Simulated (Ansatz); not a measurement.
CH$_{5}$BS (`CBS`), charge 0, multiplicity 1.

Question: Give a relaxed structure at PBE0-D4/def2-TZVP (Ansatz). (An estimate is asked.)

Answer: Computed: 
```xyz
8

C     0.774    0.059   -0.782
B    -0.413   -0.228    0.186
S    -0.639    0.790    1.632
H     0.387    0.243   -1.791
H     1.398   -0.838   -0.872
H     1.412    0.897   -0.498
H    -1.186   -1.118   -0.011
H    -1.733    0.195    2.135
```
Point group Cs.
